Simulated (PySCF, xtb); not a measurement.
CF4, charge +1, multiplicity 2. Atoms are numbered in the order given.

```xyz
5

F     -0.7744     0.7744    -0.7364
C      0.0000     0.0000     0.0000
F     -0.7744    -0.7744     0.7364
F      0.7744    -0.7744    -0.7364
F      0.7744     0.7744     0.7364
```
Charge +1, spin multiplicity 2.

The structure is a stationary point at B3LYP-D3(BJ)/def2-SVP. The geometry has at least one imaginary mode, so it is a saddle point at that level. The spin state was assumed, not searched.

Level of theory: C-PCM-B3LYP/def2-SVP in PySCF.

The values are the electrostatic part of the solvation free energy, E(continuum) − E(gas) at the gas-phase geometry, in a cavity of scaled van der Waals radii (PySCF's table); cavitation and dispersion terms are not included.

```tsv
solvent	ε	ΔG(elec) (kcal/mol)
water	78.36	?
1-octanol	9.86	-61.9
acetone	20.49	-65.6
```

### Question
What belongs in the gaps? (The exact figures need the calculation; the answer reports its results.)

### Answer

- water, ΔG(elec) (kcal/mol): -68.0

For comparison, GFN2-xTB/ALPB(water) (xtb, at the GFN2-xTB geometry, all terms of that model) gives -66.7 kcal/mol.
